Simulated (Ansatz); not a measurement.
# CH4Mg: the cost of one run

Method: PBE0-D4/def2-TZVP structures, single points in def2-TZVPP, no counterpoise correction; program: Ansatz 0.2.0, Gaussian basis.

Levels: SPW92, PBE-D4, BLYP-D4, r2SCAN-D4, B97M-V, PBE0-D4, B3LYP-D4, r2SCAN0-D4, BHLYP-D4, CAM-B3LYP-D4, wB97X-V, wB97M-V, B2PLYP, PBE-QIDH, RPA on PBE, Hartree-Fock, MP2, CCSD, CCSD(T).

Correlated methods freeze the cores. The outer core shell of Li, Na, Mg and K is correlated. B3LYP uses VWN-RPA correlation. B2PLYP carries no dispersion term here.

94 further runs of the same task are left out: 94 set aside as unsound or not needed.

### 1 The starting structure

The complex: 11 atoms, charge 0, spin multiplicity 1.

Atoms are counted from 1 here; the program's logs count them from 0.

Bond lengths: Mg1–C3 2.090 Å, Mg1–H5 1.711 Å, Si2–H4 1.498 Å, Si2–H6 1.483 Å, Si2–H7 1.481 Å, Si2–H8 1.481 Å, C3–H9 1.096 Å, C3–H10 1.096 Å, C3–H11 1.096 Å. Angles: C3–Mg1–H5 171.1°, H4–Si2–H6 106.8°, H4–Si2–H7 108.8°, H4–Si2–H8 108.8°, H6–Si2–H7 110.5°, H6–Si2–H8 110.5°, H7–Si2–H8 111.2°, Mg1–C3–H9 110.7°, Mg1–C3–H10 112.7°, Mg1–C3–H11 112.9°, H9–C3–H10 106.6°, H9–C3–H11 106.6°, H10–C3–H11 106.9°.

As a file:

```xyz
11
CH8MgSi
Mg   -1.74509    0.53323    0.24042
Si    1.56628   -0.04675    1.05411
C    -0.95468   -0.27026   -1.52006
H     0.23653    0.45810    1.52505
H    -2.62054    1.20494    1.54824
H     2.51129    0.11092    2.18652
H     2.00278    0.76603   -0.10405
H     1.43078   -1.47452    0.68563
H    -1.73075   -0.35664   -2.28894
H    -0.15788    0.34893   -1.94654
H    -0.53872   -1.27409   -1.38038
```

Its parts: CH₄Mg holds atoms 1, 3, 5, 9, 10, 11; SiH₄ holds atoms 2, 4, 6, 7, 8. Each part counts its atoms afresh in its own runs.

### 2 Relaxing CH₄Mg alone

relax-a/in.yaml

```yaml
crystal:
  periodic: [false, false, false]
  atoms:
    - {symbol: Mg, position_ang: [-1.745094, 0.533227, 0.240424]}
    - {symbol: C, position_ang: [-0.954683, -0.270256, -1.520062]}
    - {symbol: H, position_ang: [-2.620545, 1.204939, 1.548242]}
    - {symbol: H, position_ang: [-1.730747, -0.356637, -2.288942]}
    - {symbol: H, position_ang: [-0.157882, 0.348929, -1.946536]}
    - {symbol: H, position_ang: [-0.538718, -1.274095, -1.380380]}
basis:
  gaussian: {orbitals: def2-TZVP}
hamiltonian: {xc: pbe0, dispersion: d4}
relax: {f_tol: 0.005, max_steps: 200}
```

Launch:

```sh
$ ansatz run in.yaml --threads 4 --pin off --events-out ev --progress --plain --max-ram 9574MiB
```

**Question.** How long does this run take on 4 threads of Arm Neoverse V1, shared host?

About 3.2 s.
